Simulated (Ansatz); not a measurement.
# ClHSi2: the cost of one run

Method: PBE0-D4/def2-SVP; program: Ansatz 0.2.0, Gaussian basis.

### Step 1. The system as given

SMILES `[SiH]#[Si]Cl`, 4 atoms, charge 0, spin multiplicity 1.

Atoms are counted from 1 here; the program's logs count them from 0.

Bond lengths: Si1–Si2 2.174 Å, Si1–H4 1.495 Å, Si2–Cl3 2.198 Å. Angles: Si2–Si1–H4 171.1°, Si1–Si2–Cl3 95.3°.

Geometry (Å):

```xyz
4
ClHSi2
Si   -0.6431    0.0558   -0.7354
Si    0.5831   -1.3690    0.3572
Cl    1.4557    0.1176    1.7214
H    -1.3956    1.1957   -1.3432
```

### Step 2. Dynamics

md/in.yaml reads:

```yaml
crystal:
  periodic: [false, false, false]
  atoms:
    - {symbol: Si, position_ang: [-0.643120, 0.055820, -0.735370]}
    - {symbol: Si, position_ang: [0.583070, -1.369040, 0.357170]}
    - {symbol: Cl, position_ang: [1.455660, 0.117570, 1.721370]}
    - {symbol: H, position_ang: [-1.395610, 1.195650, -1.343160]}
basis:
  gaussian: {orbitals: def2-SVP}
hamiltonian: {xc: pbe0, dispersion: d4}
md: {n_steps: 60, timestep: 1.0, temperature: 100, ensemble: nvt_nose_hoover, seed: 456, initial_velocities: maxwell_boltzmann}
```

The run is started by

```console
$ ansatz run in.yaml --threads 2 --pin off --events-out ev --progress --plain --max-ram 3481MiB
```

What time and memory should one allow on 2 threads of Arm Neoverse V2, shared host?

About 46 s, with a peak of 0.11 GiB.
